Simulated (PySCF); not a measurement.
Molecule: C₃H₈N, net charge -1, singlet state. It need not be the lowest isomer of its formula. Whether it binds its extra electron was not tested at this geometry. 
Structure (B3LYP-D3(BJ)/def2-TZVP (Ansatz) minimum search):
SMILES: [CH2-]N(C)C
```xyz
12

N     -0.0021     0.0421     0.3792
C     -0.0075     1.4466    -0.1838
C      1.1787    -0.6472    -0.0718
C     -1.1704    -0.6608    -0.0835
H      0.8618     1.9446     0.2928
H     -0.8871     1.9344     0.2841
H      1.2760    -0.6291    -1.1823
H      1.1757    -1.6909     0.2732
H      2.0703    -0.1567     0.3332
H     -1.2568    -0.6438    -1.1949
H     -2.0715    -0.1807     0.3125
H     -1.1586    -1.7044     0.2616
```
Charge -1, spin multiplicity 1.

Dispersion corrections to the total energy (kcal/mol) from the dftd3 and dftd4 libraries through PySCF: D3(BJ) without and D4 with the three-body term, each with the damping fitted for the functional named.

```
functional  D3(BJ)      D4
----------  ------  ------
PBE0         -4.09       …
HF          -39.31  -22.15
CAM-B3LYP        …   -4.54
HSE06        -2.88   -4.22
B2PLYP       -3.58       …
PBE          -4.92   -5.56
TPSS         -6.03   -7.54
```

Question: Complete the blanks.

Answer: 
- PBE0, D4: -4.61
- CAM-B3LYP, D3(BJ): -3.45
- B2PLYP, D4: -3.87
